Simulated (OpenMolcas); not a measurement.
# X3LYP/ANO-S-MB run of C2H3F (SMILES C=CF)

Aim: the vertical electron affinity of C2H3F at X3LYP/ANO-S-MB, from 2 runs. 

The calculation is run with OpenMolcas 26.06.

### Step 1. The molecule

C2H3F has 6 atoms, charge 0, and is taken as a singlet. As SMILES, `C=CF`. Geometry: relaxed at PBE0-D4/def2-TZVP.

Bond lengths: C1–C2 1.316 Å, C2–F3 1.336 Å, C1–H4 1.082 Å, C1–H5 1.081 Å, C2–H6 1.084 Å. Angles: C1–C2–F3 122.3°, C1–C2–H6 125.7°, F3–C2–H6 112.0°, C2–C1–H4 121.6°, C2–C1–H5 119.2°, H4–C1–H5 119.2°.

### Step 2. The energy at X3LYP/ANO-S-MB

The input, input.xyz:

```xyz
6

C     -0.536200     0.076400    -0.442800
C      0.490000    -0.016300     0.376600
F      0.966200    -1.192400     0.795500
H     -1.043900    -0.803300    -0.816600
H     -0.880200     1.054100    -0.749700
H      1.046100     0.817400     0.790700
```

The input, job.input:

```
* C2H3F Kohn-Sham DFT
>>> EXPORT MOLCAS_PRINT=2

&GATEWAY
 Coord=input.xyz
 Basis=ANO-S-MB
 Group=NoSym

&SEWARD

&SCF
 KSDFT=HYB_GGA_XC_X3LYP
 PrOrbitals=0
```

On the command line:

```console
$ export MOLCAS_MEM=1860
$ pymolcas job.input > job.log
```

What it wrote:

```text
--- Start Module: gateway ---
[...]
--- Stop Module: gateway /rc=_RC_ALL_IS_WELL_ ---
--- Start Module: seward ---
[...]
      Basis functions           18
--- Stop Module: seward /rc=_RC_ALL_IS_WELL_ ---
--- Start Module: scf ---
[...]
       Convergence after  11 Iterations
[...]
::    Total KS-DFT energy                            -177.5107703066
[...]
      Total spin, S                                     0.0000000000
[...]
      Total electronic charge=   24.000000
      Total            charge=   -0.000000
[...]
      Dipole Moment (debye):
      Origin of the operator (angstrom)=    0.3676   -0.4532    0.2941
                   X= -2.8929E-01               Y=  1.0896E+00               Z= -2.6698E-01           Total=  1.1585E+00
      Quadrupole Moment (debye*angstrom):
[...]
--- Stop Module: scf /rc=_RC_ALL_IS_WELL_ ---
[...]
```

Wall time 3.3 s (1 thread of Arm Neoverse V1, shared host); peak memory 0.37 GiB.

### Step 3. The doublet anion at the same level

input.xyz is that of step 2.

The input, job.input:

```
&GATEWAY
 Coord=input.xyz
 Basis=ANO-S-MB
 Group=NoSym

&SEWARD

&SCF
 UHF
 Charge=-1
 Spin=2
 KSDFT=HYB_GGA_XC_X3LYP
 PrOrbitals=0
```

On the command line:

```console
$ export MOLCAS_MEM=1860
$ pymolcas job.input > job.log
```

What it wrote:

```text
--- Start Module: gateway ---
[...]
--- Stop Module: gateway /rc=_RC_ALL_IS_WELL_ ---
--- Start Module: seward ---
[...]
      Basis functions           18
--- Stop Module: seward /rc=_RC_ALL_IS_WELL_ ---
--- Start Module: scf ---
[...]
       Convergence after  13 Iterations
[...]
::    Total KS-DFT energy                            -177.4781618007
[...]
      Total spin, S                                     0.5007403036
[...]
      Total electronic charge=   25.000000
      Total            charge=   -1.000000
[...]
      Dipole Moment (debye):
      Origin of the operator (angstrom)=    0.3676   -0.4532    0.2941
                   X=  1.4162E+00               Y= -1.0905E+00               Z=  1.1640E+00           Total=  2.1330E+00
      Center of Charge (angstrom)
[...]
--- Stop Module: scf /rc=_RC_ALL_IS_WELL_ ---
[...]
```

Run time: 4.5 s. Hardware: 1 thread of Arm Neoverse V1, shared host; peak memory 0.37 GiB.

### Step 4. What came out

At X3LYP/ANO-S-MB:

| quantity | value |
| --- | --- |
| singlet C2H3F: total energy | -177.51077 Eh |
| singlet C2H3F: dipole moment | 1.16 D |
| singlet C2H3F: HOMO energy | -10.17 eV |
| singlet C2H3F: LUMO energy | -2.62 eV |
| singlet C2H3F: HOMO–LUMO gap | 7.56 eV |
| doublet anion: total energy | -177.47816 Eh |
| doublet anion: HOMO energy (highest over α and β) | 4.46 eV |
| doublet anion: LUMO energy (lowest over α and β) | 8.40 eV |
| doublet anion: ⟨S²⟩ | 0.751 |
| vertical electron affinity (to the doublet anion) | -0.887 eV |

The anion lies 0.89 eV (20.5 kcal/mol) above the neutral: the electron isn't bound at this level, and such a value depends on the basis. Without diffuse functions anions come out too high. In a minimal basis such a difference can be off by several eV, whatever the method. Mulliken charges (doublet anion) run from -0.74 on C1 to +0.12 on H4; they depend strongly on the basis. The HOMO (doublet anion) lies at positive energy, 4.46 eV; only total energies tell whether the electron is bound.
